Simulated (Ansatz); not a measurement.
Input for Ansatz (development build ahead of 0.2.0):

```yaml
crystal:
  periodic: [false, false, false]
  atoms:
    - { symbol: C, position_ang: [0.0, 0.0, 0.0] }
    - { symbol: C, position_ang: [0.0, 0.0, 1.78] }
basis:
  gaussian: { orbitals: def2-SVP }
hamiltonian:
  xc: hf
correlation:
  method: mp2
  frozen_orbitals: { C: 1 }
output:
  forces: true
```

The input is written out in the form of the current development build from the run's settings.

The run gave:

```json
{"Converged": "yes", "Reference energy": "-75.25925 hartree", "Correlation energy": "-0.22034 hartree", "Total energy": "-75.47959 hartree", "Spin squared of the determinant": "0.000", "Stability test": "minimum among restricted orbitals"}
```

Forces (eV/Å):
```csv
atom,Fx,Fy,Fz
C1,0.000,0.000,5.184
C2,0.000,0.000,-5.184
```

Caution: bonds are stretched, where a single reference can fail; an unrestricted determinant lies well below; other determinants can give a lower correlated total.
